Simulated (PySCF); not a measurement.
The first ionisation energy along group 14

All values are computed (PySCF 2.14, energy differences of UHF-based or UKS calculations, no spin-orbit coupling). Values in eV. The last column holds reference values (NIST; (s) semi-empirical, (t) theoretical, else measured). Unmarked ones compare directly (S terms, centres of terms, or small fine structure); those marked * lie between the lowest fine-structure levels and include a spin-orbit shift.

```tsv
element	configurations	UHF	LDA	PBE0	r2SCAN	SCS-MP2 (valence)	CCSD (valence)	reference
C (dyall-av2z, non-relativistic)	[He] 2s2 2p2 → [He] 2s2 2p1	10.806	11.695	11.520	11.675	11.038	11.067	11.262
Si (dyall-av2z, non-relativistic)	[Ne] 3s2 3p2 → [Ne] 3s2 3p1	7.649	8.242	8.221	8.332	7.887	7.996	8.157
Ge (dyall-av2z, non-relativistic)	[Ar] 3d10 4s2 4p2 → [Ar] 3d10 4s2 4p1	7.448	8.047	7.954	8.087	7.649	7.748	7.925
Sn (dyall-av2z, non-relativistic)	[Kr] 4d10 5s2 5p2 → [Kr] 4d10 5s2 5p1	6.915	7.475	7.372	7.475	7.087	7.172	7.389
```

**Question.** Which of these methods has the smallest mean absolute error against the measured values here?

**Answer.** PBE0, with 0.092 eV.

```json
{"method": "UHF", "elements": "4", "mean error (eV)": "-0.479", "mean absolute error (eV)": "0.479", "largest error (eV)": "-0.508"}
{"method": "LDA", "elements": "4", "mean error (eV)": "0.182", "mean absolute error (eV)": "0.182", "largest error (eV)": "0.433"}
{"method": "PBE0", "elements": "4", "mean error (eV)": "0.083", "mean absolute error (eV)": "0.092", "largest error (eV)": "0.258"}
{"method": "r2SCAN", "elements": "4", "mean error (eV)": "0.209", "mean absolute error (eV)": "0.209", "largest error (eV)": "0.413"}
{"method": "SCS-MP2 (valence)", "elements": "4", "mean error (eV)": "-0.268", "mean absolute error (eV)": "0.268", "largest error (eV)": "-0.302"}
{"method": "CCSD (valence)", "elements": "4", "mean error (eV)": "-0.187", "mean absolute error (eV)": "0.187", "largest error (eV)": "-0.217"}
```

Errors include the incompleteness of the basis and the frozen core.

"Valence" correlates the outer s and p shells and, in groups 3 to 12 and the f block, the outer d or f shell, open or full, or the next shell where the ion has no valence electron left; the wider scheme adds the next inner shell.
